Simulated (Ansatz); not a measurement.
The input, for Ansatz 0.2.0:

```yaml
crystal:
  periodic: [false, false, false]
  atoms:
    - {symbol: Si, position_ang: [0.000000, -0.067154, -0.004415]}
    - {symbol: H, position_ang: [0.000000, 0.871043, -0.962573]}
    - {symbol: H, position_ang: [0.000000, 1.000150, 1.085597]}
basis:
  gaussian: {orbitals: cc-pVDZ}
correlation: {method: sc_nevpt2, electrons: outside_noble_gas, active_space: {window: {electrons: 6, orbitals: 6}, shells: [{species: H, l: s, shell: 1}, {species: Si, l: s, shell: 3}, {species: Si, l: p, shell: 3}]}}
```

```sh
$ ansatz run in.yaml --threads 1 --pin off --events-out ev --progress --plain --max-ram 2393MiB
```

Problem. Roughly how long does this take on 1 thread of Arm Neoverse V1, shared host, and how much host memory?

Solution. 0.42 s wall and 0.14 GiB.

```
519 factors; integrals over basis functions are off by at most 2.0e-7 eV
mean field evaluation 1: about -7891.1507 eV, gradient 7.1e0 eV
mean field evaluation 2: about -7891.1521 eV, gradient 7.1e0 eV
mean field evaluation 4: about -7891.4443 eV, gradient 3.2e-1 eV
mean field evaluation 8: about -7891.4449 eV, gradient 2.5e-6 eV
mean field -7891.44486377 eV, -290.0052497302 hartree, gradient 6.6e-7 eV, S^2 0.000000; 0 other end points of the search recorded, 0 dependent functions left out; unrestricted orbitals would lower it
reference -7891.44486377 eV, -290.0052497302 hartree; 8, 8 occupied and 20, 20 virtual orbitals, 519 factors
state -7892.72234674 eV, -290.0521963634 hartree
state -7892.72234674 eV, -290.0521963634 hartree; corrected -7894.04042901 eV, -290.1006349935 hartree
Total energy: -7894.04042901 eV, -290.1006349935 hartree
Checks for a lower state left out: starts, orbital_swaps
```

Natural occupations: 1.9878 1.9766 1.9099 0.0849 0.0252 0.0156.

For the same geometry and basis full CI lies 645.6 meV lower.
